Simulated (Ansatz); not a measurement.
# C2H3B: how energies converge with the basis set

How large a basis does C2H3B need? Two functionals and correlated methods are run in growing sets.

The runs use Ansatz 0.2.0, Gaussian basis; one geometry, several basis sets.

Levels to be run: PBE0-D4/def2-SVP; ωB97M-V/def2-SVP; PBE0-D4/def2-QZVPP; ωB97M-V/def2-QZVPP; CCSD(T)/cc-pV(D+d)Z; CCSD(T)/cc-pV(T+d)Z; CCSD(T)/cc-pV(Q+d)Z; the functionals' def2-TZVPP values are taken from earlier runs.

## (1) Structure used throughout

The geometry comes from an earlier relaxation with PBE0-D4 in a triple-zeta def2 set; it is a stationary point.

SMILES `B1C=C1`, 6 atoms, charge 0, spin multiplicity 1.

Atoms are counted from 1 here; the program's logs count them from 0.

Bond lengths: B1–C2 1.467 Å, B1–C3 1.467 Å, B1–H4 1.182 Å, C2–C3 1.346 Å, C2–H5 1.081 Å, C3–H6 1.081 Å. Angles: C2–B1–C3 54.6°, C2–B1–H4 152.7°, C3–B1–H4 152.7°, B1–C2–C3 62.7°, B1–C2–H5 158.3°, C3–C2–H5 139.0°, B1–C3–C2 62.7°, B1–C3–H6 158.4°, C2–C3–H6 138.9°.

## (2) PBE0-D4 in def2-SVP

The input, in.yaml:

```yaml
crystal:
  periodic: [false, false, false]
  atoms:
    - {symbol: B, position_ang: [-0.871411, 0.038415, -0.235146]}
    - {symbol: C, position_ang: [0.552788, -0.100720, -0.557709]}
    - {symbol: C, position_ang: [0.224421, 0.036744, 0.740000]}
    - {symbol: H, position_ang: [-2.013922, 0.102257, -0.530993]}
    - {symbol: H, position_ang: [1.438253, -0.222388, -1.166476]}
    - {symbol: H, position_ang: [0.711972, 0.081692, 1.704224]}
basis:
  gaussian: {orbitals: def2-SVP}
hamiltonian: {xc: pbe0, dispersion: d4}
output: {orbitals: {seedname: orbitals}}
```

The run is started by

```sh
$ ansatz run in.yaml --threads 2 --pin off --events-out ev --progress --plain --max-ram 4352MiB
```

Further steps of the session: ωB97M-V in def2-SVP; PBE0-D4 in def2-QZVPP; ωB97M-V in def2-QZVPP; CCSD(T) in cc-pV(D+d)Z; CCSD(T) in cc-pV(T+d)Z; CCSD(T) in cc-pV(Q+d)Z.

Before running them: what should the planned runs give, taken together? Wanted: MP2 correlation recovered, cc-pV(D+d)Z; MP2 correlation recovered, cc-pV(T+d)Z; MP2 correlation recovered, cc-pV(Q+d)Z; CCSD(T) limit from def2 sets; PBE0-D4: double and triple zeta above quadruple; ωB97M-V: double and triple zeta above quadruple.

As calculated:

| quantity | value |
| --- | --- |
| MP2 correlation recovered, cc-pV(D+d)Z | 73.8 % |
| MP2 correlation recovered, cc-pV(T+d)Z | 90.1 % |
| MP2 correlation recovered, cc-pV(Q+d)Z | 95.9 % |
| CCSD(T) limit from def2 sets (earlier runs) less the limit of this series | 11 meV |
| PBE0-D4: double and triple zeta above quadruple | 3.16, 0.16 eV |
| ωB97M-V: double and triple zeta above quadruple | 3.31, 0.15 eV |

For PBE0-D4 the step from double to triple zeta gains 3.00 eV and the next only 0.16 eV. In cc-pV(D+d)Z MP2 holds 74 % of its limit, in cc-pV(Q+d)Z 96 %, while Hartree-Fock is within 0.055 eV in the largest set. A limit from the def2 sets, made apart, differs by 11 meV, a least measure of the doubt on such a limit. These are total energies; as a rule much of such shifts cancels in differences, which this series doesn't test.
